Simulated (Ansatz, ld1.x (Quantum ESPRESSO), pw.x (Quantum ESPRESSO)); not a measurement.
# What a changed setting does to a pw.x run (fcc H)

Potential: norm-conserving RRKJ (Kleinman–Bylander form), ld1.x (Quantum ESPRESSO) 7.5, LDA (PW92); core none, reference 1s1; waves: 2p channel at 0.2 Ry: rc 1.40 bohr; 1s (bound): rc 1.35 bohr; local part: the s channel; core correction: none.

The reference run (k-mesh 18³, cutoffs 40/160 Ry, Fermi–Dirac 0.01 Ry, mixing_beta 0.4, conv_thr 1e-9, no spin) gives 0.85 GPa at 2.915 Å³/atom, where all-electron LAPW gives -0.13 GPa. This run, with its own iteration cap, changes k-mesh points per axis to 20.

```
&control
  calculation='scf', prefix='x', pseudo_dir='./', outdir='./tmp', tstress=.true., disk_io='none'
/
&system
  ibrav=0, nat=1, ntyp=1, ecutwfc=40, ecutrho=160, nbnd=7,
  occupations='smearing', smearing='fd', degauss=0.01
/
&electrons
  conv_thr=1e-09, mixing_beta=0.4, electron_maxstep=50
/
ATOMIC_SPECIES
H 1.0 H.UPF
CELL_PARAMETERS angstrom
  0.00000000 1.13379931 1.13379931
  1.13379931 0.00000000 1.13379931
  1.13379931 1.13379931 0.00000000
ATOMIC_POSITIONS crystal
H 0.0000 0.0000 0.0000
K_POINTS automatic
20 20 20 0 0 0
```

```bash
pw.x < H.scf.in > H.scf.out
```

Question: How does the run end?

Answer: It converges in 4 iterations; the free energy moves by +2.2 meV/atom and the pressure by +0.06 GPa.

```
Message from routine setup:
     using ibrav=0 with symmetry is DISCOURAGED, use correct ibrav instead
     lattice parameter (alat)  =       3.0301  a.u.
     unit-cell volume          =      19.6714 (a.u.)^3
     number of electrons       =         1.00
     number of Kohn-Sham states=            7
     kinetic-energy cutoff     =      40.0000  Ry
     charge density cutoff     =     160.0000  Ry
     scf convergence threshold =      1.0E-09
     Exchange-correlation= PW
     number of k points=   256  Fermi-Dirac smearing, width (Ry)=  0.0100
     iteration #  1     ecut=    40.00 Ry     beta= 0.40
     total energy              =      -1.07025308 Ry
     estimated scf accuracy    <       0.00003671 Ry
     iteration #  2     ecut=    40.00 Ry     beta= 0.40
     total energy              =      -1.07025504 Ry
     estimated scf accuracy    <       0.00001332 Ry
     iteration #  3     ecut=    40.00 Ry     beta= 0.40
     total energy              =      -1.07025509 Ry
     estimated scf accuracy    <          1.0E-09 Ry
     iteration #  4     ecut=    40.00 Ry     beta= 0.40
     the Fermi energy is     4.0220 ev
!    total energy              =      -1.07025509 Ry
     estimated scf accuracy    <          1.1E-11 Ry
     smearing contrib. (-TS)   =      -0.00051219 Ry
     The total energy is F=E-TS. E is the sum of the following terms:
     one-electron contribution =       0.64815324 Ry
     hartree contribution      =       0.01612492 Ry
     xc contribution           =      -0.66407648 Ry
     ewald contribution        =      -1.06994458 Ry
     convergence has been achieved in   4 iterations
          total   stress  (Ry/bohr**3)                   (kbar)     P=        9.13
     Message from routine punch:
     Nothing written, as per user request (disk_io='none')
```

The run took about 1.5 s on one core of a shared host (Neoverse-V1, 64 threads, 495 GiB, load 34).
